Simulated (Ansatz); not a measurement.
**AlBH₂ (singlet): wave-function methods side by side at distance B1–Al2 = 3.667 Å, 6-31G**

How much of the correlation energy of AlBH₂ (singlet) does each wave-function method recover here?

The runs use Ansatz 0.2.0, Gaussian basis; 6-31G, core rule «outside noble gas», up to 6 orbitals frozen.

To be run: UHF; CCSD(T) on RHF; CCSD(T) on UHF; BCCD(T) on RHF; CISD; CCSDT(Q) on RHF; CCSDT(Q) on UHF; CCSDTQ on RHF; CCSDTQ on UHF; CASSCF and MRCISD+Q, 2 electrons in 2 orbitals; CASSCF and NEVPT2, 2 electrons in 2 orbitals; CASSCF and MRCISD+Q, 8 electrons in 10 orbitals; CASSCF and NEVPT4(SD), 8 electrons in 10 orbitals; CASSCF and NEVPT2, 8 electrons in 10 orbitals; Full CI.

**1. The system**

The geometry derives from a PBE0/def2-TZVP stationary point (not a proven minimum). One bond is set to the value named and the two fragments are kept rigid.

4 atoms, charge 0, spin multiplicity 1.

Atoms are counted from 1 here; the program's logs count them from 0.

Bond lengths: B1–H3 1.206 Å, B1–H4 1.206 Å. Angles: H3–B1–H4 112.9°.

**2. UHF**

The input, in.yaml:

```yaml
crystal:
  periodic: [false, false, false]
  atoms:
    - {symbol: B, position_ang: [0.000000, 0.000000, 2.451678]}
    - {symbol: Al, position_ang: [0.000000, 0.000000, -1.215322]}
    - {symbol: H, position_ang: [0.000000, 1.004980, 3.118314]}
    - {symbol: H, position_ang: [0.000000, -1.004980, 3.118314]}
basis:
  gaussian: {orbitals: 6-31G}
magnetization: {spin_polarized: true, initial_magnetization: 0}
hamiltonian: {xc: hf}
output: {orbitals: {seedname: orbitals}}
```

The run is started by

```console
$ ansatz run in.yaml --threads 1 --pin off --events-out ev --progress --plain --max-ram 3968MiB --backend cpu
```

After this run come: CCSD(T) on RHF; CCSD(T) on UHF; BCCD(T) on RHF; CISD; CCSDT(Q) on RHF; CCSDT(Q) on UHF; CCSDTQ on RHF; CCSDTQ on UHF; CASSCF and MRCISD+Q, 2 electrons in 2 orbitals; CASSCF and NEVPT2, 2 electrons in 2 orbitals; CASSCF and MRCISD+Q, 8 electrons in 10 orbitals; CASSCF and NEVPT4(SD), 8 electrons in 10 orbitals; CASSCF and NEVPT2, 8 electrons in 10 orbitals; Full CI.

Q: Predict the results of all the runs planned. Wanted: FCI below the RHF energy; RMP2 from FCI; UMP2 from FCI; RCCSD from FCI; RCCSD(T) from FCI; UCCSD(T) from FCI; RCCSDT(Q) from FCI; UCCSDT(Q) from FCI; NEVPT2 pair from FCI.

As calculated:

```
                         quantity                                                                                                        value
         FCI below the RHF energy                                                                                                   -3.5585 eV
                    RMP2 from FCI                                                                                                  +1182.9 meV
                    UMP2 from FCI                                                                                                  +1194.2 meV
                   RCCSD from FCI                                                                                                   +124.1 meV
                RCCSD(T) from FCI                                                                                                    +30.2 meV
                UCCSD(T) from FCI                                                                                                    +56.3 meV
               RCCSDT(Q) from FCI                                                                                                     +1.3 meV
               UCCSDT(Q) from FCI                                                                                                     +0.4 meV
             NEVPT2 pair from FCI                                                                                                   +782.3 meV
          NEVPT2 valence from FCI                                                                                                   +234.0 meV
      NEVPT4(SD) valence from FCI                                                                                                    +46.4 meV
levels within 1 kcal/mol (43 meV)  RCCSD(T), BCCD(T), RCCSDT, UCCSDT, RCCSDT(Q), UCCSDT(Q), RCCSDTQ, UCCSDTQ, MRCISD valence, MRCISD+Q valence
                    T1 diagnostic                                                                                                        0.027
   effectively unpaired electrons                                                                                                         0.46
```

RCCSD(T) misses by +30.2 meV, 0.9 % of the correlation energy. CCSD(T) misses by +30.2 meV on the restricted determinant and by +56.3 meV on the unrestricted one; the two need not hold the same state or core. The occupations show some static correlation. Of the multireference levels listed MRCISD+Q valence comes nearest in total energy (+10.1 meV), which doesn't show that its space is the better one. These misses are within one basis, not against nature.
